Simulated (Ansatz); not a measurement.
Saddle point of CH$_{7}$BS, closed shell (BH₃S ([BH2][SH]) + CH₄ → CH₅B ([BH2][CH3]) + H₂S (still joined by a long B–S bond); bonds formed: B1–C6, S2–H5; bonds broken: H5–C6; bonds weakened to dative contacts: B1–S2), PBE0-D4/def2-TZVP structure:

B1  (-0.424, -0.416, -0.569)
S2  (-0.836, 1.523, -1.037)
H3  (0.301, -0.862, -1.404)
H4  (-1.510, -0.877, -0.380)
H5  (-0.136, 0.711, 0.175)
C6  (0.421, -0.398, 0.946)
H7  (0.372, 1.847, -1.527)
H8  (0.456, -1.485, 1.039)
H9  (-0.091, -0.017, 1.833)
H10  (1.447, -0.027, 0.924)
(Å)

Energies are electronic, without zero-point energy. Barriers and step energies count from the start structure reached by relaxing down the imaginary mode; all methods use the PBE0-D4 structures, on which another method's saddle can fall below an end. Computed with Ansatz 0.2.0 (basis: def2-TZVPP, with def2-QZVPP for the basis limit); correlated methods freeze the cores. B3LYP uses VWN-RPA correlation. Extrapolation: Hartree–Fock as exp(−7.88 √X), correlation as X^−2.97.

```csv
method,barrier (kJ/mol),step energy (kJ/mol)
SPW92,87.5,18.2
PBE-D4,129.8,49.9
BLYP-D4,164.1,69.4
r2SCAN-D4,145.7,58.6
B97M-V,166.1,70.7
PBE0-D4,143.3,52.3
B3LYP-D4,?,69.7
r2SCAN0-D4,153.8,58.4
BHLYP-D4,192.2,74.2
CAM-B3LYP-D4,174.7,67.0
wB97X-V,?,63.7
wB97M-V,166.7,63.0
B2PLYP,176.7,73.6
PBE-QIDH,156.1,57.3
RPA on PBE,?,73.3
HF,257.5,109.0
MP2,160.7,64.4
CCSD,186.5,72.5
CCSD(T),174.0,68.5
```

(1) Fill in the withheld barriers. (To be estimated.)

The T1 diagnostic stays at or below 0.013.

## Answers

(1) The calculation gives: RPA on PBE 178.5; B3LYP-D4 172.3; wB97X-V 169.1 kJ/mol. Each is the energy of the saddle less that of the start structure, by the same method.

For comparison, the barrier by CCSD(T) at an estimated basis limit (MP2 extrapolated from triple and quadruple zeta, plus CCSD(T) − MP2 in triple zeta) is 170.0 kJ/mol.

Labels in which every atom is bracketed show which atoms are joined, not bond orders.

For scale, one of the runs: CCSD(T)/def2-TZVPP, 202 basis functions, launched by `ansatz run in.yaml --threads 2 --pin off --events-out ev --progress --plain --max-ram 4352MiB`. Hardware: 2 CPU threads of an Intel Xeon Platinum 8259CL, shared host. Wall time 38 s; peak host memory 2.5 GiB.
